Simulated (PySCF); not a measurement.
**SMILES C/C=C/C#P, C$_{4}$H$_{5}$P**

Molfile (atoms numbered from 1):
```
C4H5P
     RDKit          3D

 10  9  0  0  0  0  0  0  0  0999 V2000
   -1.7222   -0.1271    0.0418 C   0  0  0  0  0  0  0  0  0  0  0  0
   -0.2807   -0.4877    0.0737 C   0  0  0  0  0  0  0  0  0  0  0  0
    0.7336    0.3766   -0.1377 C   0  0  0  0  0  0  0  0  0  0  0  0
    2.1036    0.0215   -0.1048 C   0  0  0  0  0  0  0  0  0  0  0  0
    3.6133   -0.3437   -0.0738 P   0  0  0  0  0  0  0  0  0  0  0  0
   -1.8748    0.9390   -0.1795 H   0  0  0  0  0  0  0  0  0  0  0  0
   -2.2591   -0.7205   -0.7177 H   0  0  0  0  0  0  0  0  0  0  0  0
   -2.2055   -0.3544    1.0072 H   0  0  0  0  0  0  0  0  0  0  0  0
   -0.0289   -1.5337    0.2848 H   0  0  0  0  0  0  0  0  0  0  0  0
    0.5036    1.4298   -0.3511 H   0  0  0  0  0  0  0  0  0  0  0  0
  1  2  1  0
  2  3  2  0
  3  4  1  0
  4  5  3  0
  1  6  1  0
  1  7  1  0
  1  8  1  0
  2  9  1  0
  3 10  1  0
M  END
```

Method used: quadratic response PBE0/def2-SVPD first hyperpolarisability, Taylor convention, gas phase in PySCF. Geometry: PBE0-D3(BJ)/def2-SVP.

Q: Give the tensor of the second harmonic β(−2ω;ω,ω) at 1064 nm in the axes of these coordinates.

A: In au, Taylor convention; rows are the first index (the induced dipole):
|  | xx | yy | zz | xy | xz | yz |
| --- | --- | --- | --- | --- | --- | --- |
| x | -574.9 | -15.6 | -39.2 | +65.3 | +1.4 | -6.9 |
| y | +48.8 | +9.2 | +8.3 | -13.8 | -5.4 | +2.2 |
| z | +5.1 | +2.3 | -2.3 | -5.9 | -33.0 | +8.4 |

Norm of βᵢ = ⅓ Σⱼ (βᵢⱼⱼ + βⱼᵢⱼ + βⱼⱼᵢ): 629.2 au, hyper-Rayleigh value 251.6 au.
